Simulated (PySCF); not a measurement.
Gas-phase reaction: BHCl2 + 2 HCl → BH3 + 4 Cl

Computed with PySCF and rigid-rotor harmonic-oscillator thermochemistry at 1 bar. † marks an energy on the PBE0/def2-TZVP geometry and frequencies; other levels use their own. CCSD(T) freezes the core. Open shells (unrestricted): Cl (multiplicity 2); the rest are closed-shell singlets. Spin-orbit splitting is ignored; it lowers the true energy and changes the entropy of Cl. CCSD(T) isn't extrapolated to the basis-set limit.

```tsv
level	ΔH°(298 K), kJ
CCSD(T)/def2-SVP†	946
PBE/def2-TZVP†	?
PBE0/def2-TZVP	1030
LDA/def2-TZVP†	1238
ωB97M-V/def2-TZVP†	?
```

Problem. Fill in the missing entries.

Solution. 
- PBE/def2-TZVP†, ΔH°(298 K), kJ: 1064
- ωB97M-V/def2-TZVP†, ΔH°(298 K), kJ: 1036
